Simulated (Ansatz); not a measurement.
# H₅OPSi: vertical ionisation energy

How much energy removes an electron from H₅OPSi at fixed geometry? The cation is run at each level and the neutral's energy taken from earlier runs.

The runs use Ansatz 0.2.0, Gaussian basis; unrestricted cation, the program's frozen cores in correlated methods.

Levels to be run: UKS PBE-D4/def2-TZVPP; UKS r2SCAN-D4/def2-TZVPP; UKS PBE0-D4/def2-TZVPP; UKS B3LYP-D4/def2-TZVPP; UKS wB97X-V/def2-TZVPP; UKS wB97M-V/def2-TZVPP; UKS B2PLYP/def2-TZVPP; UHF-CCSD(T)/def2-TZVPP; UHF-MP2/def2-QZVPP; extrapolation to the limit; then −ε(HOMO) from the neutral's earlier runs with LDA (SPW92), PBE-D4, revPBE-D4, BLYP-D4, r2SCAN-D4, B97M-V, PBE0-D4, B3LYP-D4, r2SCANh-D4, r2SCAN0-D4, HSE06-D4, BHLYP-D4, CAM-B3LYP-D4, LC-ωPBE, ωB97X-V, ωB97M-V.

## Step 1: The relaxed structure

The geometry comes from an earlier relaxation with PBE0-D4 in a triple-zeta def2 set; it is a stationary point, not always the lowest conformer.

SMILES `[SiH3]OP`, 8 atoms, charge 0, spin multiplicity 1.

Atoms are counted from 1 here; the program's logs count them from 0.

Bond lengths: Si1–O2 1.650 Å, Si1–H4 1.486 Å, Si1–H5 1.481 Å, Si1–H6 1.486 Å, O2–P3 1.645 Å, P3–H7 1.424 Å, P3–H8 1.426 Å. Angles: O2–Si1–H4 110.4°, O2–Si1–H5 106.6°, O2–Si1–H6 110.3°, H4–Si1–H5 109.8°, H4–Si1–H6 109.2°, H5–Si1–H6 110.5°, Si1–O2–P3 128.7°, O2–P3–H7 98.0°, O2–P3–H8 98.9°, H7–P3–H8 91.9°.

## Step 2: Cation, UKS PBE-D4/def2-TZVPP

Contents of in.yaml:

```yaml
crystal:
  periodic: [false, false, false]
  atoms:
    - {symbol: Si, position_ang: [-0.741076, 0.921482, -0.518516]}
    - {symbol: O, position_ang: [0.508234, -0.112816, -0.217256]}
    - {symbol: P, position_ang: [0.707150, -1.143408, 1.049265]}
    - {symbol: H, position_ang: [-1.873473, 0.194858, -1.148770]}
    - {symbol: H, position_ang: [-0.224601, 1.949780, -1.450840]}
    - {symbol: H, position_ang: [-1.207065, 1.550045, 0.744921]}
    - {symbol: H, position_ang: [2.123630, -1.048667, 1.160062]}
    - {symbol: H, position_ang: [0.799402, -2.368472, 0.325234]}
basis:
  gaussian: {orbitals: def2-TZVPP}
total_charge: 1
magnetization: {spin_polarized: true, initial_magnetization: 1}
hamiltonian: {xc: pbe, dispersion: d4}
```

Command:

```
> ansatz run in.yaml --threads 2 --pin off --events-out ev --progress --plain --max-ram 4352MiB
```

Further steps of the session: Cation, UKS r2SCAN-D4/def2-TZVPP; Cation, UKS PBE0-D4/def2-TZVPP; Cation, UKS B3LYP-D4/def2-TZVPP; Cation, UKS wB97X-V/def2-TZVPP; Cation, UKS wB97M-V/def2-TZVPP; Cation, UKS B2PLYP (frozen core)/def2-TZVPP; Cation, UHF-CCSD(T)/def2-TZVPP; Cation, UHF-MP2/def2-QZVPP.

Q: Predict the results of all the runs planned. Wanted: ionisation energy, CCSD(T)/CBS; nearest functional by difference; nearest −ε(HOMO); −ε(HOMO) of PBE; T1 of the cation.

The runs gave:

| quantity | value |
| --- | --- |
| ionisation energy, CCSD(T)/CBS | 9.84 eV |
| nearest functional by difference | ωB97M-V (-0.12 eV) |
| nearest −ε(HOMO) | LC-ωPBE (+0.12 eV) |
| −ε(HOMO) of PBE | 6.04 eV |
| T1 of the cation | 0.022 |

By cation minus neutral, the functionals miss by 0.45 eV at most. The PBE orbital energy is 3.8 eV too small: a semilocal HOMO is no ionisation energy. Among orbital estimates LC-ωPBE comes nearest. Hartree-Fock falls 0.99 eV short, as the neutral has more correlation energy than the cation.
